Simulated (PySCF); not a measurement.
# triplet SF2: levels of theory compared

Wanted: a comparison of 6 runs (U-revPBE/def2-TZVP, UB3LYP/def2-TZVP, UBHLYP/def2-TZVP, UM06-2X/def2-TZVP, UPBE0/def2-TZVP, USVWN5/def2-TZVP) of triplet SF2. The job is set up through a Python script.

The calculation is run with PySCF 2.14.0.

1 further run of the same task is left out (set aside as unsound or not needed).

## Step 1: Starting point

SF2 has 3 atoms, charge 0, and is taken as a triplet. As SMILES of the parent species, `FSF`. The shape is that of a PBE0-D4/def2-TZVP optimisation. That shape belongs to the parent species and isn't relaxed for this state.

Bond lengths: F1–S2 1.590 Å, S2–F3 1.590 Å. Angles: F1–S2–F3 98.6°.

## Step 2: A single-point energy at U-revPBE/def2-TZVP (run 1)

File run.py:

```python
from pyscf import gto, dft

mol = gto.M(
    atom=[
    ('F', (0.440140, 1.116450, 0.365400)),
    ('S', (-0.601990, 0.126530, -0.315250)),
    ('F', (0.161840, -1.242970, -0.050150)),
],
    basis='def2-tzvp',
    spin=2,
    verbose=3,
    max_memory=1860,
)

mf = dft.UKS(mol)
mf.xc = 'revpbe'
mf.conv_tol = 1e-10
mf.grids.level = 5
mf.kernel()
if not mf.converged:
    mf = mf.newton().run(mf.mo_coeff, mf.mo_occ)

etot = mf.e_tot
print('E = %.10f Eh' % etot)
```

Run with:

```sh
$ OMP_NUM_THREADS=1 python run.py
```

Log:

```text
WARN: HOMO -0.096622695152822 >= LUMO -0.221697891939947

WARN: HOMO -0.119693543608812 >= LUMO -0.193534827215558

WARN: HOMO -0.11223902914613 >= LUMO -0.191489452648227

WARN: HOMO -0.11765855138398 >= LUMO -0.188819555990236

WARN: HOMO -0.119004380612046 >= LUMO -0.190306067627432

WARN: HOMO -0.117527292893142 >= LUMO -0.188623041356209

WARN: HOMO -0.11782563672085 >= LUMO -0.18875722008562

WARN: HOMO -0.117834360464584 >= LUMO -0.188732596312306

WARN: HOMO -0.11783227968647 >= LUMO -0.188722375487295

WARN: HOMO -0.117829717450708 >= LUMO -0.188718888763361

WARN: HOMO -0.117829223679201 >= LUMO -0.188717994829155

WARN: HOMO -0.117829160497941 >= LUMO -0.188718104911871

converged SCF energy = -597.703971432499  <S^2> = 2.0031193  2S+1 = 3.0020788
E = -597.7039714325 Eh
```

It took 16 s on 1 thread of Arm Neoverse V2, shared host; peak memory 0.5 GiB.

## Step 3: A single-point energy at UB3LYP/def2-TZVP (run 2)

File run.py:

```python
from pyscf import gto, dft

molecule = gto.Mole()
molecule.atom = '''
F    0.440140   1.116450   0.365400
S   -0.601990   0.126530  -0.315250
F    0.161840  -1.242970  -0.050150
'''
molecule.verbose = 3
molecule.basis = 'def2-tzvp'
molecule.spin = 2
molecule.charge = 0
molecule.max_memory = 1860
molecule.build()

mf = dft.UKS(molecule)
mf.xc = 'b3lyp'
mf.grids.level = 5
mf.conv_tol = 1e-10
mf.kernel()
if not mf.converged:
    mf = mf.newton().run(mf.mo_coeff, mf.mo_occ)

e_final = mf.e_tot
print('Final energy', e_final)
```

Run with:

```sh
$ OMP_NUM_THREADS=1 python run.py
```

Log:

```text
WARN: HOMO -0.0936226738585067 >= LUMO -0.23200579204461

WARN: HOMO -0.17429716805777 >= LUMO -0.198157534239726

WARN: HOMO -0.161056904369609 >= LUMO -0.180072171914738

WARN: HOMO -0.159320068873228 >= LUMO -0.169652366025694

WARN: HOMO -0.16200025883483 >= LUMO -0.170673518398488

WARN: HOMO -0.161030020184988 >= LUMO -0.169453330185227

WARN: HOMO -0.161255389453849 >= LUMO -0.169524120425194

WARN: HOMO -0.161272231197017 >= LUMO -0.169526032668571

WARN: HOMO -0.161263876985402 >= LUMO -0.169517274527969

WARN: HOMO -0.161258347798771 >= LUMO -0.16951186439131

WARN: HOMO -0.161259495982506 >= LUMO -0.169513228602469

WARN: HOMO -0.161259172119571 >= LUMO -0.169513061734271

converged SCF energy = -597.851032385281  <S^2> = 2.0048725  2S+1 = 3.0032466
Final energy -597.8510323852811
```

Run time: 18 s. Hardware: 1 thread of Arm Neoverse V2, shared host; peak memory 0.5 GiB.

Runs 3 to 5 aren't shown in full; the table further down has their settings and results.

## Step 4: The energy at USVWN5/def2-TZVP (run 6)

File calc.py:

```python
from pyscf import gto, dft

mol = gto.Mole()
mol.atom = 'F 0.440140 1.116450 0.365400; S -0.601990 0.126530 -0.315250; F 0.161840 -1.242970 -0.050150'
mol.basis = 'def2-tzvp'
mol.max_memory = 1860
mol.verbose = 4
mol.spin = 2
mol.build()

myscf = dft.UKS(mol, xc='svwn')
myscf.grids.level = 5
myscf.conv_tol = 1e-10
myscf.kernel()
if not myscf.converged:
    myscf = myscf.newton().run(myscf.mo_coeff, myscf.mo_occ)

etot = myscf.e_tot
print(f'total energy: {etot:.8f} hartree')
```

Run with:

```sh
$ OMP_NUM_THREADS=1 python calc.py
```

Log:

```text
PySCF version 2.14.0

[INPUT] num. atoms = 3
[INPUT] num. electrons = 34
[INPUT] charge = 0
[INPUT] spin (= nelec alpha-beta = 2S) = 2
[INPUT] symmetry False subgroup None
[INPUT] Mole.unit = angstrom
[INPUT] Symbol           X                Y                Z      unit          X                Y                Z       unit  Magmom
[INPUT]  1 F      0.440140000000   1.116450000000   0.365400000000 AA    0.831744056466   2.109784731771   0.690505925916 Bohr   0.0
[INPUT]  2 S     -0.601990000000   0.126530000000  -0.315250000000 AA   -1.137596229727   0.239107046541  -0.595736160769 Bohr   0.0
[INPUT]  3 F      0.161840000000  -1.242970000000  -0.050150000000 AA    0.305833276000  -2.348872881051  -0.094769765147 Bohr   0.0

[... 43 lines left out ...]
[... the frontier-level lines of each cycle are left out ...]
[... 11 lines left out ...]
[... 11 lines left out ...]
[... 11 lines left out ...]
[... 11 lines left out ...]
[... 1 line left out ...]
cycle= 9 E= -595.225255179914  delta_E= -8.76e-08  |g|= 2.77e-05  |ddm|= 0.00068


cycle= 10 E= -595.225255180214  delta_E= -3e-10  |g|= 4.09e-06  |ddm|= 2.16e-05


cycle= 11 E= -595.225255180217  delta_E= -2.73e-12  |g|= 9.27e-07  |ddm|= 4.68e-06


Extra cycle  E= -595.225255180216  delta_E= 1.14e-12  |g|= 1.93e-06  |ddm|= 1.59e-06
converged SCF energy = -595.225255180216  <S^2> = 2.0012928  2S+1 = 3.0008617
total energy: -595.22525518 hartree
```

Run time: 11 s. Hardware: 1 thread of Arm Neoverse V2, shared host; peak memory 0.32 GiB.

## Step 5: Overview of the runs

```tsv
run	level	energy (Eh)	dipole moment (D)	HOMO energy (eV)	⟨S²⟩	wall time
1	U-revPBE/def2-TZVP	-597.703971	0.39	-3.21	2.003	16 s
2	UB3LYP/def2-TZVP	-597.851032	0.65	-4.39	2.005	18 s
3	UBHLYP/def2-TZVP	-597.751570	0.85	-5.94	2.011	19 s
4	UM06-2X/def2-TZVP	-597.736405	0.77	-5.77	2.005	40 s
5	UPBE0/def2-TZVP	-597.507870	0.61	-4.67	2.006	17 s
6	USVWN5/def2-TZVP	-595.225255	0.44	-3.33	2.001	11 s
```

## Step 6: Results

| quantity | value |
| --- | --- |
| run 6: total energy | -595.22526 Eh |
| run 6: dipole moment | 0.44 D |
| run 6: HOMO energy (highest over α and β) | -3.33 eV |
| run 6: ⟨S²⟩ | 2.001 |

**Reading.** The dipole moment (its size) runs from 0.39 D (U-revPBE/def2-TZVP) to 0.85 D (UBHLYP/def2-TZVP). Totals of different functionals can't be ranked against each other. All runs together took 2 min, the longest 40 s.
